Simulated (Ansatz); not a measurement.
Fluorite SrCl₂, treated with r²SCAN (plane waves, PAW; Ansatz, a program for electronic structure).

Numerical settings: plane-wave cutoff 600 eV, 6×6×6 k mesh, finite displacements, scalar-relativistic PAW data made under PBE.

Computed at the level's own relaxed cell.

Question: What does this level give for the electronic dielectric constant ε∞ and static dielectric constant?

Answer: 
* **electronic dielectric constant ε∞**: 2.77
* **static dielectric constant**: 7.33
